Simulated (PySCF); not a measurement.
Nitryl fluoride, FNO2.
SMILES: `O=[N+]([O-])F`

Linear response at PBE0/aug-cc-pVTZ (PySCF, frozen core in the response, non-relativistic). Isolated species at its PBE0-D3(BJ)/def2-TZVP geometry, gas phase.

Static isotropic polarisability: 21.92 au (3.25 Å³), principal values 13.7, 24.4, 27.6 au.

Task: What is the polarisability at 1064 nm and at the sodium D line?

Result: 22.06 au at 1064 nm (+0.6 %), 22.39 au at 589.3 nm (+2.2 %). The rise at 589.3 nm is 3.35 times that at 1064 nm; a pure ω² law gives 3.26. The lowest singlet lies at 235 nm, shorter than both wavelengths.

Task: What is the isotropic C6 coefficient between two such molecules, C6 = (3/π)∫α(iω)² dω?

Result: 252.8 au (Eh·bohr⁶) by a ten-point quadrature over imaginary frequencies, which is 151 eV·Å⁶ or 14.6 J·nm⁶/mol.

Task: Which effective excitation energy ω̄ makes London's formula C6 = (3/4)α²ω̄ exact here?

Result: ω̄ = 4·C6/(3α²) = 0.701 Eh = 19.1 eV. A one-pole form α(ω) = α/(1 − ω²/ω̄²) fitted to the 1064 nm value gives 14.5 eV.

Task: What does −C6/R⁶ come to at R = 12 Å between centres?

Result: -4.9 J/mol. This is the leading, orientation-averaged term; C8 and higher terms are left out.

Task: The lowest 10 singlets have (eV, f): 5.27, 0.000; 6.56, 0.000; 7.11, 0.012; 8.07, 0.000; 8.23, 0.000; 8.54, 0.000; 8.63, 0.202; 9.10, 0.000; 9.69, 0.002; 10.08, 0.104. What share of the static polarisability do they carry in the sum over states α = Σ f/ω²?

Result: 2.96 au, 13.5 % of α; the largest term, 2.01 au, is that of the state at 8.63 eV. Their oscillator strengths add up to 0.32. Higher states carry the rest.

Task: How many electrons N does the Slater–Kirkwood formula C6 = (3/4)·√N·α^(3/2) need to give this C6?

Result: N = (4·C6/3)²/α³ = 10.8; the species has 32 electrons in all.

Task: What molar refraction at the D line follows from R = (4π/3)·N_A·α′, with α′ the polarisability volume?

Result: α′ = 3.32 Å³ gives R = 8.37 cm³/mol, for isolated, non-vibrating species.

Task: What three-body coefficient follows from the one-pole estimate C9 = (3/4)·α·C6?

Result: 4160 au. This is an estimate from the two numbers above, not a computed integral.
